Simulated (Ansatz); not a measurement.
Geometry optimisation, RKS BHLYP-D4/def2-mTZVP in Ansatz.

The input (input.yaml):

```yaml
crystal:
  periodic: [false, false, false]
  atoms:
    - { symbol: Al, position_ang: [0.090081, -0.118081, 0.187483] }
    - { symbol: H, position_ang: [0.442757, -0.55808, 1.627427] }
    - { symbol: C, position_ang: [2.001421, 0.118258, -0.028288] }
    - { symbol: H, position_ang: [2.399028, -0.87, 0.195124] }
    - { symbol: H, position_ang: [2.521687, 0.500198, -0.898894] }
    - { symbol: H, position_ang: [2.275957, 0.726058, 0.829959] }
    - { symbol: "N", position_ang: [-1.385386, 0.033554, -0.753157] }
    - { symbol: H, position_ang: [-2.30746, -0.185706, -0.4313] }
    - { symbol: H, position_ang: [-1.420785, 0.3537, -1.702754] }
basis:
  gaussian: { orbitals: def2-mTZVP }
hamiltonian:
  xc: { name: BHLYP }
  dispersion: d4
relax:
  f_tol: 0.03
  max_steps: 50
output:
  orbitals: {}
```

Run as:

```bash
$ ansatz run input.yaml --threads 2 --pin off --max-ram 3072MiB --backend cpu --events-out ev --progress --plain --runs-dir out
```

Problem. Where does it end, and by what steps?

Solution. The run converged. After 7 steps the energy has fallen by 0.726 eV; H2 moved furthest, 0.79 Å.

```
step  energy less start (eV)  largest force component (eV/Å)  accepted
   0                  0.0000                           1.378       yes
   1                 -0.3347                           0.888       yes
   2                 -0.5197                           0.435       yes
   3                 -0.6590                           0.240       yes
   4                 -0.7089                           0.541       yes
   5                 -0.7218                           0.259       yes
   6                 -0.7259                           0.062       yes
   7                 -0.7262                           0.011       yes
```

```xyz
9
Properties=species:S:1:pos:R:3
Al 0.141 -0.222 0.472
H -0.279 -0.723 1.905
C 1.986 0.118 -0.057
H 2.587 -0.787 -0.014
H 2.065 0.508 -1.066
H 2.468 0.833 0.604
N -1.164 0.035 -0.689
H -2.136 -0.117 -0.496
H -1.051 0.355 -1.633
```

Whether the end is a true minimum wasn't checked by a vibrational analysis.

The run took 19 s on 2 threads of Arm Neoverse N1, on a shared host, peak memory 0.14 GiB.
